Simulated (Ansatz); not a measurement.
A made-up structure of CH₃Si (charge +1), closed shell:

```
5
angstrom
C -0.2829 0.4799 -0.3452
Si 0.4541 -0.7720 0.5549
H 1.0680 -1.8121 1.3017
H -1.2086 0.2173 -0.7901
H 0.2631 1.3882 -0.3635
```

It is relaxed with PBE-D4/def2-SVP and then PBE0-D4/def2-TZVP (Ansatz 0.2.0). Atoms count as bonded within 1.22 times the sum of their covalent radii (H–H: 0.88 Å). The end point is not checked to be a true minimum.

Problem. Does its bonding change? (Judge from chemistry; the calculation decides.)

Solution. The calculation gives: No: no bond forms or breaks.

Where it ends: The first stage lowers the energy by 0.33 eV in 18 steps. It ends as CH₃Si ([CH2][SiH]), total charge +1:
| atom | x (Å) | y (Å) | z (Å) |
| --- | --- | --- | --- |
| C1 | -0.1748 | 0.3517 | -0.3677 |
| Si2 | 0.2344 | -0.6423 | 0.9665 |
| H3 | 1.1417 | -1.8139 | 1.0520 |
| H4 | -1.1529 | 0.2472 | -0.8460 |
| H5 | 0.2453 | 1.3586 | -0.4469 |

Labels in which every atom is bracketed show which atoms are joined, not bond orders.

For scale, one of the runs: PBE0-D4/def2-TZVP relaxation, 86 basis functions, launched by `ansatz run in.yaml --threads 2 --pin off --events-out ev --progress --plain --max-ram 4352MiB`. Hardware: 2 CPU threads of an Arm Neoverse V2, shared host. Wall time about 7.5 s.
